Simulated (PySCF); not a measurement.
# N2⁺ with other numerical set-ups

Which parts of the numerical set-up matter for N2⁺? Each run edits the base script.

Program: PySCF 2.14.0. Level of theory: each script names its method and basis. These are calculated values, not measurements.

2 further runs of the same task are left out: 2 that didn't finish.

### 1 Starting geometry

N2⁺: 2 atoms, charge 1, spin multiplicity 2.

Bond lengths: N1–N2 1.206 Å.

### 2 Base script

Input file input.py:

```python
from pyscf import gto, dft
from pyscf.geomopt.geometric_solver import optimize

mol = gto.M(
    atom='N 0 0 0; N 0 0 1.206',
    basis='6-31g*',
    charge=1,
    spin=1,
    verbose=3,
)
mf = dft.UKS(mol, xc='lda,vwn')
mf = mf.newton()
mf.kernel()
g = mf.nuc_grad_method()
g.grid_response = True
mol_eq = optimize(g.as_scanner(), maxsteps=30)
print('optimised geometry (angstrom)')
print(mol_eq.tostring('raw'))
print('orbital energies (hartree):', [e[max(0, n-3):n+3].round(4) for e, n in zip(mf.mo_energy, mol.nelec)])
```

The run is started by

```bash
$ OMP_NUM_THREADS=1 python input.py
```

The log of this run is left out.

It gives: at the starting geometry E(SCF) = -108.049986 Eh, ⟨S²⟩ = 0.752, optimised bond 1.120 Å in 5 steps; the optimisation lowers the energy by 0.418 eV.

### 3 Cartesian functions on

Variant 1 changes Cartesian functions: off → on.

Input file input.py:

```python
from pyscf import gto, dft
from pyscf.geomopt.geometric_solver import optimize

mol = gto.M(
    atom='N 0 0 0; N 0 0 1.206',
    basis='6-31g*',
    charge=1,
    spin=1,
    cart=True,
    verbose=3,
)
mf = dft.UKS(mol, xc='lda,vwn')
mf = mf.newton()
mf.kernel()
g = mf.nuc_grad_method()
g.grid_response = True
mol_eq = optimize(g.as_scanner(), maxsteps=30)
print('optimised geometry (angstrom)')
print(mol_eq.tostring('raw'))
print('orbital energies (hartree):', [e[max(0, n-3):n+3].round(4) for e, n in zip(mf.mo_energy, mol.nelec)])
```

The run is started by

```bash
$ OMP_NUM_THREADS=1 python input.py
```

### 4 Pcseg-1

Variant 2 changes basis set: 6-31g* → pcseg-1.

input.py: that of step 2 with these lines changed.

```diff
@@ -5,3 +5,3 @@
     atom='N 0 0 0; N 0 0 1.206',
-    basis='6-31g*',
+    basis='pcseg-1',
     charge=1,
```

### 5 Crenbl (core potential on)

Variant 3 changes basis set: 6-31g* → crenbl; core potential: off → on. The core potential changes with it: totals don't compare.

input.py: that of step 2 with these lines changed.

```diff
@@ -5,3 +5,4 @@
     atom='N 0 0 0; N 0 0 1.206',
-    basis='6-31g*',
+    basis='crenbl',
+    ecp={'N': 'crenbl'},
     charge=1,
```

### 6 Density fitting cc-pvdz-jkfit

Variant 4 changes density fitting: none → cc-pvdz-jkfit.

input.py: that of step 2 with these lines changed.

```diff
@@ -11,2 +11,3 @@
 mf = dft.UKS(mol, xc='lda,vwn')
+mf = mf.density_fit(auxbasis='cc-pvdz-jkfit')
 mf = mf.newton()
```

### 7 Cc-pvdz

Variant 5 changes basis set: 6-31g* → cc-pvdz.

input.py: that of step 2 with these lines changed.

```diff
@@ -5,3 +5,3 @@
     atom='N 0 0 0; N 0 0 1.206',
-    basis='6-31g*',
+    basis='cc-pvdz',
     charge=1,
```

Q: Predict the outcome of this session. Wanted: for each run, E(SCF); from base; gap, α spin; after the SCF.

The runs gave:

```csv
run,E(SCF) (hartree),from base (eV),"gap, α spin (eV)",functions,after the SCF
base,-108.049986,0,7.62,28,"bond 1.120 Å, -0.418 eV"
Cartesian functions on,-108.056063,-0.1654,7.62,n/a,"bond 1.120 Å, -0.418 eV"
pcseg-1,-108.034133,+0.4314,7.63,28,"bond 1.115 Å, -0.466 eV"
crenbl (core potential on),-19.130201,not comparable,n/a,32,"bond 1.143 Å, -0.197 eV"
density fitting cc-pvdz-jkfit,-108.050028,-0.0011,7.62,28,"bond 1.120 Å, -0.418 eV"
cc-pvdz,-108.065573,-0.4241,7.63,28,"bond 1.119 Å, -0.424 eV"
```

SCF columns refer to the geometry typed in the script.

**Reading.** The largest comparable shift of the SCF energy, +0.431 eV, comes with the run “pcseg-1”. pcseg-1 (28 functions) gives an energy 0.43 eV higher than 6-31g* (28). cc-pvdz (28 functions) gives an energy 0.42 eV lower than 6-31g* (28).
